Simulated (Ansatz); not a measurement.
We consider SiSe₂ (Ibam, No. 72), described by G0W0@PBEsol (hard PAW, contour deformation; Ansatz, a program for electronic structure).

The same calculation (at the measured cell, 28.277 Å³/atom) with different numerical settings; throughout: k mesh 2×2×2:

| run | response cutoff (eV) | empty bands | quasiparticle gap on the mesh (eV) | quasiparticle gap at Γ (eV) | rough time |
|---|---|---|---|---|---|
| 1 | 70 | 415 | 3.136 | 4.315 | 2 core-min |
| 2 | 105 | 762 | 3.207 | 4.439 | 6 core-min |
| 3 | 140 | 1172 | 3.248 | 4.508 | 20 core-min |
| 4 | 175 | 1639 | (withheld) | (withheld) | 30 core-min |

### Question
What belongs in the gaps?

### Answer

- 4, quasiparticle gap on the mesh (eV): 3.271
- 4, quasiparticle gap at Γ (eV): 4.544

In the column quasiparticle gap at Γ (eV) the first row differs from the last by -0.229 and the next to last by -0.036.

The last row is no converged limit: other settings stay fixed.

Spin–orbit coupling is not included.
